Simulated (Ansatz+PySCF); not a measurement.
Results of a calculation; reference values are marked as such.
## Ansatz (development build ahead of 0.2.0) run

```yaml
crystal:
  periodic: [false, false, false]
  atoms:
    - { symbol: Na, position_ang: [0.0, 0.0, -2.12961] }
    - { symbol: Cl, position_ang: [0.0, 0.0, 1.37798] }
basis:
  gaussian: { orbitals: STO-3G }
magnetization:
  spin_polarized: true
hamiltonian:
  xc: hf
correlation:
  method: mp2
  frozen_orbitals: { Cl: 5, Na: 1 }
scf:
  omitted_lower_state_checks: [stability, starts, atomic_configurations, cluster_reference, orbital_swaps, given_window_search, neighbouring_geometries, increment]
```

The input is written out in the form of the current development build from the run's settings.

The run gave:

```yaml
Converged: yes
Reference_energy: -614.42147 hartree
Correlation_energy: -0.03823 hartree
Total_energy: -614.45969 hartree
Spin_squared_of_the_determinant: 0.000
Occupied_orbitals_by_symmetry_in_an_Abelian_subgroup_alpha;_beta: 8 A1 3 B1 3 B2; 8 A1 3 B1 3 B2
```

Caution: bonds are stretched, where a single reference can fail.
